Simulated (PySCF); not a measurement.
# CH6NSi: the cost of one run

Computed with PySCF 2.14.0 and routines of our own; the level stands in each step. Atoms count from 0.

### 1 The system as given

9 atoms, charge -1, multiplicity 1; geometry from: GFN2-xTB.

### 2 Magnetic properties: GIAO KT3/aug-pcSseg-1

Job settings and geometry (Å):

```
{"job": {"kind": "mag", "xc": "KT3", "basis": "aug-pcSseg-1", "isotopologues": 4}, "charge": -1, "multiplicity": 1}
C     -0.968464    -0.301950    -0.073836
N     -0.104747     0.793650    -0.356321
Si     1.641991     0.552854    -0.061913
H     -0.595638    -1.180279    -0.606594
H     -2.005257    -0.115514    -0.417664
H     -1.035838    -0.577278     1.003256
H     -0.437253     1.627351     0.116351
H      1.851531    -0.659955    -0.926559
H      1.667237    -0.132886     1.298101
```

With the program's defaults for keys left out, this is: GIAO KT3/aug-pcSseg-1 magnetisability, rotational g tensor and spin-rotation constants, non-relativistic, gas phase.

Launch:

```sh
$ OMP_NUM_THREADS=1 python excited_run.py task.json out
```

One launch serves the whole session: the jobs run in the order shown.

Q: Estimate the wall time and peak memory of this first job on 1 thread of Arm Neoverse N1, shared host.

About 19 s, with a peak of 0.44 GiB.
